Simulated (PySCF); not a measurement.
Two structures of CH$_{5}$Al, closed shell, reached by relaxing down either side of one saddle point (PBE0-D4/def2-TZVP). Energies are electronic, without zero-point energy. Computed with PySCF 2.14 with density fitting (its default auxiliary sets; JK sets also for MP2 and CCSD(T)) (basis: def2-TZVPP and def2-QZVPP); correlated methods freeze the cores. Extrapolation: Hartree–Fock as exp(−7.88 √X), correlation as X^−2.97. First:

```
7
angstrom
Al -1.9035 -1.5138 0.0467
H 0.1624 0.2303 -0.6010
H -1.6820 -1.0587 -1.5413
C 0.7123 0.5112 0.3013
H 1.1451 -0.3717 0.7719
H 0.0502 1.0104 1.0090
H 1.5118 1.1940 0.0133
```

Second:

Al1  (-1.222, -0.937, 0.708)
H2  (-0.405, 0.104, -2.622)
H3  (-1.032, -0.289, -2.524)
C4  (0.423, 0.129, 1.047)
H5  (1.262, -0.511, 1.351)
H6  (0.267, 0.858, 1.854)
H7  (0.749, 0.692, 0.163)
(Å)

Task: Which bonds change from the first to the second?

Result: AlH + CH₄ → CH₃Al ([CH3][Al]) + H₂; bonds formed: Al1–C4, H2–H3; bonds broken: Al1–H3, H2–C4.

Task: Give the saddle point's structure and its height above each. (Judge from chemistry; the value comes from the calculation.)

Result: By the calculation: 1.313 eV above the first and 1.117 eV above the second (CCSD(T) at an estimated basis limit (MP2 extrapolated from triple and quadruple zeta, plus CCSD(T) − MP2 in triple zeta)).
```tsv
atom	x (Å)	y (Å)	z (Å)
Al1	-1.3515	-1.0754	0.0880
H2	-0.2597	-0.0590	-0.8647
H3	-0.9068	-0.4556	-1.5607
C4	0.4141	0.2565	0.4233
H5	1.0664	-0.4607	0.9309
H6	-0.0204	0.9092	1.1864
H7	1.0578	0.8849	-0.2031
```

The search had been set up for a 1,1-elimination (forming H2–H3, breaking Al1–H2, Al1–H3); from that guess it ended on this step instead.

The T1 diagnostic stays at or below 0.013. The restricted Hartree–Fock reference is unstable towards an unrestricted one at one or more of these structures.

Labels in which every atom is bracketed show which atoms are joined, not bond orders.

For scale, one of the runs: CCSD(T)/def2-TZVPP, 143 basis functions, launched by `OMP_NUM_THREADS=4 python run.py`. Hardware: 4 CPU threads of a Oxide Virtual Turin-like, shared host. Wall time 43 s; peak host memory 0.61 GiB.
